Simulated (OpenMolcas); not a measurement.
**AlSiH5 (AlH2(SiH3)): levels of theory compared**

Aim: a comparison of 6 runs (HF/STO-3G, B3LYP/STO-3G, B3LYP/6-31G*, PBE0/def2-SVP, MP2/pcseg-2, CCSD(T)/aug-cc-pVDZ) of AlSiH5 (AlH2(SiH3)). 

The results are computed with OpenMolcas 26.06.

2 further runs of the same task are left out: 2 set aside as unsound or not needed.

## 1. The structure to begin with

The species is AlSiH5 (7 atoms), meant as a singlet with charge 0. SMILES: `[H][Al]([H])[SiH3]`. Geometry: a GFN2-xTB relaxation, a rough one for these elements and not checked as a minimum.

Bond lengths: Al1–Si4 2.421 Å, Al1–H2 1.567 Å, Al1–H3 1.566 Å, Si4–H5 1.482 Å, Si4–H6 1.482 Å, Si4–H7 1.482 Å. Angles: Al1–Si4–H5 114.1°, Al1–Si4–H6 113.8°, Al1–Si4–H7 116.0°, H2–Al1–Si4 125.8°, H3–Al1–Si4 126.2°, H5–Si4–H6 104.0°, H5–Si4–H7 103.8°, H6–Si4–H7 103.8°, H2–Al1–H3 107.9°.

## 2. Energy and gradient at HF/STO-3G (run 1)

Input file coord.xyz:

```xyz
7

Al     0.688040     1.201700     0.003860
H      2.245410     1.365000     0.056470
H      0.053380     2.633190    -0.016580
Si    -0.517390    -0.897790    -0.016750
H     -1.851430    -0.836410     0.625620
H      0.177610    -1.992690     0.701130
H     -0.795620    -1.472990    -1.353750
```

Input file run.input:

```
&GATEWAY
 BASLIB
 $CurrDir
 COORD
 coord.xyz
 BASIS
 STO-3G
 GROUP
 NoSym

&SEWARD

&SCF
 THRESHOLDS
 1e-10 1e-07 1e-07 1e-05
 PRORBITALS
 1

&ALASKA
```

The basis set STO-3G is read from a file made from the Basis Set Exchange's data (not shown).

Run with:

```
$ export MOLCAS_MEM=1860
$ pymolcas run.input > run.log
```

Output:

```text
--- Start Module: gateway ---
[...]
--- Stop Module: gateway /rc=_RC_ALL_IS_WELL_ ---
[...]
      Basis functions           23
[...]
--- Start Module: scf ---
[...]
       Convergence after   9 Iterations
[...]
::    Total SCF energy                               -527.5007769275
[...]
      Total spin, S                                     0.0000000000
[...]
      Total electronic charge=   32.000000
      Total            charge=   -0.000000
[...]
      Dipole Moment (debye):
      Origin of the operator (angstrom)=    0.0653    0.1167   -0.0059
                   X=  2.8839E-01               Y=  5.3202E-01               Z= -6.4636E-02           Total=  6.0860E-01
      Quadrupole Moment (debye*angstrom):
[...]
--- Stop Module: scf /rc=_RC_ALL_IS_WELL_ ---
--- Start Module: alaska ---
[...]
 *              Molecular gradients               *
 **************************************************
  Irreducible representation: a
 ------------------------------------------------------------------------------------------
                              X                       Y                       Z
 ------------------------------------------------------------------------------------------
  AL1              -1.06698722741121E-02   -1.75935302510695E-02    3.12502567728565E-05
  H2                3.66102554596157E-02    1.48379244193404E-02    1.35337125980889E-03
  H3               -5.17053770210385E-03    3.89618860608323E-02   -4.53803407427719E-05
  SI4               2.78396643248913E-03    5.42222393720859E-03   -2.50378976914270E-03
  H5               -2.63949816675084E-02   -2.53259671462361E-03    1.15433900027846E-02
  H6                1.08076397119687E-02   -2.36008821875302E-02    1.30236441413483E-02
  H7               -7.96646996034933E-03   -1.54950252641533E-02   -2.34024855508292E-02
 ------------------------------------------------------------------------------------------
--- Stop Module: alaska /rc=_RC_ALL_IS_WELL_ ---
[...]
```

Wall time 1.4 s (1 thread of Arm Neoverse V2, shared host); peak memory 0.37 GiB.

## 3. Energy and forces at B3LYP/STO-3G (run 2)

Input file struct.xyz:

```xyz
7

Al     0.688040     1.201700     0.003860
H      2.245410     1.365000     0.056470
H      0.053380     2.633190    -0.016580
Si    -0.517390    -0.897790    -0.016750
H     -1.851430    -0.836410     0.625620
H      0.177610    -1.992690     0.701130
H     -0.795620    -1.472990    -1.353750
```

Input file run.inp:

```
* AlH5Si Kohn-Sham DFT

&GATEWAY
 BASLIB
 $CurrDir
 COORD
 struct.xyz
 BASIS
 STO-3G
 GROUP
 NoSym

&SEWARD
 GRIDINPUT
 Grid=UltraFine
 End of Grid

&SCF
 KSDFT
 B3LYP
 THRESHOLDS
 1e-10 1e-07 1e-07 1e-05
 PRORBITALS
 1 2

&ALASKA
```

The basis set STO-3G is read from a file made from the Basis Set Exchange's data (not shown).

Run with:

```
$ export MOLCAS_MEM=1860
$ pymolcas run.inp > run.log
```

Output:

```text
--- Start Module: gateway ---
[...]
--- Stop Module: gateway /rc=_RC_ALL_IS_WELL_ ---
[...]
      Basis functions           23
[...]
--- Start Module: scf ---
[...]
       Convergence after  10 Iterations
[...]
::    Total KS-DFT energy                            -528.6315500348
[...]
      Total spin, S                                     0.0000000000
[...]
      Total electronic charge=   32.000000
      Total            charge=   -0.000000
[...]
      Dipole Moment (debye):
      Origin of the operator (angstrom)=    0.0653    0.1167   -0.0059
                   X=  2.4858E-01               Y=  4.5787E-01               Z= -6.0631E-02           Total=  5.2451E-01
      Quadrupole Moment (debye*angstrom):
[...]
--- Stop Module: scf /rc=_RC_ALL_IS_WELL_ ---
[...]
--- Start Module: alaska ---
[...]
 *              Molecular gradients               *
 **************************************************
  Irreducible representation: a
 ------------------------------------------------------------------------------------------
                              X                       Y                       Z
 ------------------------------------------------------------------------------------------
  AL1              -6.05770409828832E-03   -9.69941166799781E-03    2.70281295486723E-04
  H2                2.24088189355287E-02    1.19797195086706E-02    8.46885250895574E-04
  H3               -5.86278050852762E-04    2.52230246273686E-02    7.35218312485977E-05
  SI4              -1.82687270398052E-03   -2.79563724952414E-03   -2.31708835437108E-03
  H5               -1.42237661278939E-02   -2.17843007253754E-03    6.04374665689877E-03
  H6                5.20256250759021E-03   -1.31516403535215E-02    6.85790777578887E-03
  H7               -4.91676046209921E-03   -9.37762479247950E-03   -1.17752544559413E-02
 ------------------------------------------------------------------------------------------
--- Stop Module: alaska /rc=_RC_ALL_IS_WELL_ ---
[...]
```

Wall time 6.6 s (1 thread of Arm Neoverse V2, shared host); peak memory 0.37 GiB.

Run 3 isn't shown in full; the table further down has it.

## 4. Energy and gradient at PBE0/def2-SVP (run 4)

Input file run.input:

```
&GATEWAY
BasLib = $CurrDir
Coord
7
angstrom
Al       0.688040       1.201700       0.003860
H        2.245410       1.365000       0.056470
H        0.053380       2.633190      -0.016580
Si      -0.517390      -0.897790      -0.016750
H       -1.851430      -0.836410       0.625620
H        0.177610      -1.992690       0.701130
H       -0.795620      -1.472990      -1.353750
Basis = def2-SVP
Group = NoSym
&SEWARD
GridInput
Grid=UltraFine
End of Grid
&SCF
KSDFT = PBE0
Thresholds = 1e-10 1e-07 1e-07 1e-05
PrOrbitals = 1 2
&ALASKA
```

The basis set def2-SVP is read from a file made from the Basis Set Exchange's data (not shown).

Run with:

```
$ export MOLCAS_MEM=1860
$ pymolcas run.input > run.log
```

Output:

```text
--- Start Module: gateway ---
[...]
--- Stop Module: gateway /rc=_RC_ALL_IS_WELL_ ---
[...]
      Basis functions           61
[...]
--- Start Module: scf ---
[...]
       Convergence after  10 Iterations
[...]
::    Total KS-DFT energy                            -534.4722066331
[...]
      Total spin, S                                     0.0000000000
[...]
      Total electronic charge=   32.000000
      Total            charge=   -0.000000
[...]
      Dipole Moment (debye):
      Origin of the operator (angstrom)=    0.0653    0.1167   -0.0059
                   X=  1.4562E-02               Y=  4.2992E-02               Z= -6.2362E-02           Total=  7.7132E-02
      Quadrupole Moment (debye*angstrom):
[...]
--- Stop Module: scf /rc=_RC_ALL_IS_WELL_ ---
[...]
--- Start Module: alaska ---
[...]
 *              Molecular gradients               *
 **************************************************
  Irreducible representation: a
 ------------------------------------------------------------------------------------------
                              X                       Y                       Z
 ------------------------------------------------------------------------------------------
  AL1              -3.62716707822530E-03   -5.87154169897275E-03    5.18712680880995E-04
  H2               -8.71630204888385E-03    6.25031418936284E-03   -2.00167147928976E-04
  H3                9.89539372726811E-03   -4.59602274915749E-03    4.11070292310599E-04
  SI4               4.18351648077531E-03    7.36422674482551E-03   -1.93773068841777E-03
  H5                5.72587731151097E-03   -4.36385222382657E-03   -3.57078730648341E-03
  H6               -6.35016433164171E-03    2.56372762721613E-03   -3.95281843689865E-03
  H7               -1.11115406079010E-03   -1.34685188941530E-03    8.73172060651584E-03
 ------------------------------------------------------------------------------------------
--- Stop Module: alaska /rc=_RC_ALL_IS_WELL_ ---
[...]
```

It took 12 s on 1 thread of Arm Neoverse V2, shared host; peak memory 0.4 GiB.

Run 5 isn't shown in full; the table further down has it.

## 5. A single-point energy at CCSD(T)/aug-cc-pVDZ (Cholesky decomposition) (run 6)

Input file test.inp:

```
>>> EXPORT MOLCAS_PRINT=2

&GATEWAY
 BasLib=$CurrDir
 Coord
 7
 bohr
 Al     1.30020716     2.27088388     0.00729434
 H      4.24320994     2.57947616     0.10671283
 H      0.10087358     4.97600793    -0.03133166
 Si    -0.97772540    -1.69657722    -0.03165291
 H     -3.49869564    -1.58058583     1.18225046
 H      0.33563426    -3.76563835     1.32494368
 H     -1.50350390    -2.78354768    -2.55821674
 Basis=aug-cc-pVDZ
 Group=NoSym

&SEWARD
 High

&SCF
 Thresholds=1e-10 1e-07 1e-07 1e-05
 PrOrbitals=0

&CHCC
 Frozen=10
 Threshold=1e-08
 MaxIterations=80

&CHT3
 Frozen=10
```

The basis set aug-cc-pVDZ is read from a file made from the Basis Set Exchange's data (not shown).

Run with:

```
$ export MOLCAS_MEM=1860
$ pymolcas test.inp > test.log
```

Output:

```text
--- Start Module: gateway ---
[...]
--- Stop Module: gateway /rc=_RC_ALL_IS_WELL_ ---
[...]
      Basis functions           99
[...]
       Convergence after  11 Iterations
[...]
::    Total SCF energy                               -533.7276315205
[...]
      Total spin, S                                     0.0000000000
[...]
      Total electronic charge=   32.000000
      Total            charge=   -0.000000
[...]
      Dipole Moment (debye):
      Origin of the operator (angstrom)=    0.0653    0.1167   -0.0059
                   X= -1.8179E-02               Y= -8.2822E-03               Z= -4.5734E-02           Total=  4.9907E-02
      Quadrupole Moment (debye*angstrom):
[...]
--- Start Module: chcc ---
[...]
--- Stop Module: chcc /rc=_RC_ALL_IS_WELL_ ---
[...]
--- Start Module: cht3 ---
[...]
--- Stop Module: cht3 /rc=_RC_ALL_IS_WELL_ ---
[...]
```

It took 66 s on 1 thread of Arm Neoverse V2, shared host; peak memory 0.28 GiB.

## 6. The series

```tsv
run	level	integration grid	task	energy (Eh)	dipole moment (D) of the reference	HOMO energy (eV)	LUMO energy (eV)	wall time
1	HF/STO-3G	–	gradient	-527.500777	0.61	-7.88	8.09	1.4 s
2	B3LYP/STO-3G	UltraFine	gradient	-528.631550	0.52	-5.16	3.24	6.6 s
3	B3LYP/6-31G* (spherical functions)	UltraFine	gradient	-534.899509	0.09	-7.75	-2.30	11 s
4	PBE0/def2-SVP	UltraFine	gradient	-534.472207	0.08	-8.05	-2.21	12 s
5	MP2/pcseg-2	–	energy	-533.948623	0.10	-10.61	0.41	18 s
6	CCSD(T)/aug-cc-pVDZ (Cholesky decomposition)	–	energy	-533.963164	0.05	-10.60	0.26	66 s
```

## 7. Results

```
                                           quantity          value
                                run 6: total energy  -533.96316 Eh
          run 6: dipole moment (mean-field density)         0.05 D
         run 6: HOMO energy (Hartree–Fock orbitals)      -10.60 eV
         run 6: LUMO energy (Hartree–Fock orbitals)        0.26 eV
       run 6: HOMO–LUMO gap (Hartree–Fock orbitals)       10.86 eV
run 6: correlation energy (10 core orbitals frozen)     -235.5 mEh
                              run 6: (T) correction      -5.34 mEh
```

In words: Over runs 1, 2, 3, 4 the dipole moment (its size) runs from 0.08 D (PBE0/def2-SVP) to 0.61 D (HF/STO-3G). The two ends differ in method and basis. Over runs 1, 2, 3, 4 the HOMO–LUMO gap runs from 5.45 eV (B3LYP/6-31G*) to 15.97 eV (HF/STO-3G). Totals of different functionals can't be ranked against each other. In runs 1, 2 the basis is minimal, so the values are rough. All runs together took 1.9 min, the longest 66 s.
